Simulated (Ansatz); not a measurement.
Basis-set extrapolation for AlBH5N, SMILES `B[NH][AlH2]` (PBE0-D4/def2-TZVP geometry, frozen core, Ansatz). Multiplicity 1, RHF reference.

```tsv
	def2-TZVPP	def2-QZVPP
HF	-324.056860	-324.068435
MP2 correlation	-0.398309	-0.425625
CCSD(T) correlation	-0.447995	not run
```

Energies in hartree. Use E(X) = E(∞) + A·exp(−7.88·√X) for Hartree–Fock and E(X) = E(∞) + B·X^(−2.97) for correlation, with X = 3 and 4, and add CCSD(T) minus MP2 of the smaller set to the MP2 limit.

**Question.** What is the CCSD(T) energy at the basis-set limit?

**Answer.** HF limit: -324.068435 + (-0.011575) × 0.13774 = -324.07003. MP2 limit: -0.425625 + (-0.027316) × 0.74074 = -0.44586. Higher-order term: -0.447995 − (-0.398309) = -0.04969. Total: -324.56558 hartree, 1.65 eV below CCSD(T)/def2-TZVPP.
